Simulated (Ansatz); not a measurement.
Two isomers of C5H6O: A = `CC(C)=C=C=O`, B = `C=C1C=C1OC`.

Isolated molecules relaxed with PBE0-D4/def2-TZVP in Ansatz; ΔE leaves out vibrations. CCSD(T)/CBS is the MP2 limit (def2-TZVPP, def2-QZVPP) plus CCSD(T) − MP2 in def2-TZVPP, frozen cores. Functionals use def2-TZVPP. B3LYP here is the variant with VWN-RPA as its local correlation; programs differ in this. Each species was taken in one conformer, which may not be the lowest.

A:

Z-matrix (Å, degrees):
```
C
C 1 1.496
H 1 1.095 2 110.0
H 1 1.088 2 111.9 3 -121.7
H 1 1.095 2 110.0 3 116.7
C 2 1.493 1 115.5 3 -57.9
C 2 1.330 1 123.1 3 122.1
H 6 1.087 2 111.6 1 180.0
H 6 1.096 2 110.1 1 -58.4
H 6 1.095 2 110.1 1 58.4
C 7 1.285 2 149.5 1 -0.1
O 11 1.167 7 171.3 2 -179.9
```

B:

```xyz
12

C     1.9499    0.2763    0.6556
C     1.0839    0.2215   -0.3517
C     0.7446    0.2976   -1.7551
C    -0.2180    0.0451   -0.8930
O    -1.4893   -0.1988   -0.7029
C    -1.8618   -0.3863    0.6647
H     2.9978    0.4781    0.4780
H     1.6244    0.1195    1.6753
H     1.0765    0.4531   -2.7672
H    -2.9257   -0.6118    0.6591
H    -1.3060   -1.2183    1.1001
H    -1.6765    0.5241    1.2372
```

Q: Which is lower in electronic energy at CCSD(T)/CBS, and by how much? (An estimate is asked.)

A: The calculation gave: A, by 183.1 kJ/mol.

Q: Give E(B) − E(A) in kJ/mol with B3LYP, PBE-D4, r2SCAN-D4, B2PLYP, ωB97M-V, HF/def2-TZVPP, CCSD/def2-TZVPP. (Estimate.)

A: The calculation gave: B3LYP 193.2, PBE-D4 190.5, r2SCAN-D4 194.7, B2PLYP 196.0, ωB97M-V 175.6, HF/def2-TZVPP 166.3, CCSD/def2-TZVPP 177.5. None reverses the order clearly.

Largest T1 diagnostic: 0.016.

From PBE to PBE0 (25 % exact exchange), in def2-TZVPP and without D4, E(B) − E(A) moves by −15.6 kJ/mol. In def2-TZVPP, CCSD(T) changes the Hartree–Fock value by +20.6 kJ/mol (the triples alone add +9.4 kJ/mol) and MP2 by +25.9 kJ/mol.
